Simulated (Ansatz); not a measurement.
bcc Cs was calculated with revPBE (Ansatz, a quantum-chemistry and plane-wave program, PAW).

Numerical settings: plane-wave cutoff 520 eV, 14×14×14 k mesh, Fermi–Dirac smearing 0.05 eV, scalar-relativistic PAW data made under PBE.

Computed at the level's own relaxed cell.

Problem. Give the computed volume per atom, bulk modulus, lattice constant a and pressure derivative B′ of the bulk modulus.

Solution. 
- volume per atom: 129.23 Å³/atom
- bulk modulus: 1.67 GPa
- lattice constant a: 6.370 Å
- pressure derivative B′ of the bulk modulus: 3.5

The run finds no gap.

Measured, for comparison: equilibrium volume per atom 110.12 Å³/atom, lattice constant a 6.039 Å (low-temperature or extrapolated to 0 K; zero-point anharmonic expansion removed; as tabulated in Csonka et al. (2009), arXiv:0903.4037); bulk modulus 2.11 GPa (corrected for temperature and zero-point phonon effects, our sources range from 2.11 to 2.35; as tabulated in Levämäki et al. (2014), arXiv:1402.3671). Computed (rounded) less measured: equilibrium volume per atom +17.4 %, bulk modulus -21 % (-21 % to -29 % over the range), lattice constant a +5.5 %.

Note: the cell is over a tenth larger than the published one: the level's own overestimate first of all, though another phase or state, or a fault of the published cell, is possible.

Spin–orbit coupling is not included.
